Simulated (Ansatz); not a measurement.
Two shapes of singlet CH3N.

Shape 1:

```xyz
5

C    -0.0029   -0.0458   -0.6317
N     0.0249   -0.0982    0.6485
H     0.0352    0.9194    1.0597
H    -0.0159   -0.9979   -1.1867
H    -0.0394    0.8813   -1.2322
```

Shape 2:

```xyz
5

C    -0.0063   -0.0479   -0.6762
N     0.0275   -0.1259    0.6835
H     0.0302    0.9156    1.1040
H     0.0020   -1.0252   -1.2173
H    -0.0718    0.8510   -1.2373
```

Basis set: 6-31G (spherical functions). Left uncorrelated: 2 orbitals. Charge 0, multiplicity 1.

Computed with Ansatz (development build ahead of 0.2.0); each method stands on the lowest determinant of its kind that the runs found.

(1) Which shape is lower in energy, and by how much in each method?

Results:

(1)

```
 method  E(2) − E(1) (eV)
    RHF             0.409
RHF-MP2             0.145
```

Shape 1 is lower.
